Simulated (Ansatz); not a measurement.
# Relaxing carbon (graphite)

Theory: DFT, r2SCAN, plane waves (500 eV) with PAW, scalar-relativistic (Ansatz). (PAW data from PBE, frozen cores regenerated.)

k-point mesh 8×8×3, Fermi-Dirac smearing 0.05 eV, no spin polarisation. Cell and atoms relax.

Starting structure:

```yaml
crystal:
  lattice:
    - [2.4640014744, 0.0, 0.0]
    - [-1.2320007372, 2.1338878718, 0.0]
    - [0.0, 0.0, 6.711]
  atoms:
    - { symbol: C, position: [0.0, 0.0, 0.25] }
    - { symbol: C, position: [0.0, 0.0, 0.75] }
    - { symbol: C, position: [0.3333333333, 0.6666666667, 0.25] }
    - { symbol: C, position: [0.6666666667, 0.3333333333, 0.75] }
hamiltonian:
  xc: r2scan
  pseudopotentials:
    kind: paw
    azcp:
      C: "pseudopotentials/C.paw.azcp"
basis:
  ecutwfc: 500
  fft_grid_basis: typed
kpoints:
  mp_grid: { grid: [8, 8, 3], shift: [0, 0, 0] }
magnetization:
  spin_polarized: false
scf:
  occupations: { method: fermi_dirac, width: 0.05 }
relax:
  max_steps: 60
  f_tol: 0.01
  cell: {}
```

Problem. What cell does the relaxation end in?

Solution. P6_3/mmc with a = 2.456 Å, c = 7.011 Å (c/a = 2.855); 9.15 Å³ per atom against 8.82 at the start (3.8 %).

Problem. How much energy does the relaxation gain?

Solution. 2.3 meV per atom.

Path of the relaxation (the plane waves are chosen anew near the end, which can shift the energy a little):

| step | E − E(final) (meV/atom) | V (Å³/atom) | P (GPa) | max force (eV/Å) |
| --- | --- | --- | --- | --- |
| 0 | 2.34 | 8.821 | -2.42 | 0.000 |
| 1 | 0.31 | 9.027 | -0.65 | 0.000 |
| 2 | 0.08 | 9.117 | 0.04 | 0.000 |
| 3 | 0.08 | 9.148 | 0.04 | 0.000 |
| 4 | 0.08 | 9.155 | 0.00 | 0.000 |
| 5 | 0.00 | 9.155 | 0.01 | 0.000 |
